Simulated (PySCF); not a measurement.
B3LYP has the VWN-RPA correlation part, as in Gaussian. 

**F, SMILES `[F]` (charge 0, multiplicity 2)**

These are B3LYP-D3(BJ)/def2-TZVP (PySCF) values and carry that method's errors.

highest occupied spin orbital: -12.17 eV
dipole moment: 0.00 D
total energy: -2714.88 eV
cost: very roughly 2.4 core-seconds

```xyz
1

F      0.0000     0.0000     0.0000
```
Charge 0, spin multiplicity 2.
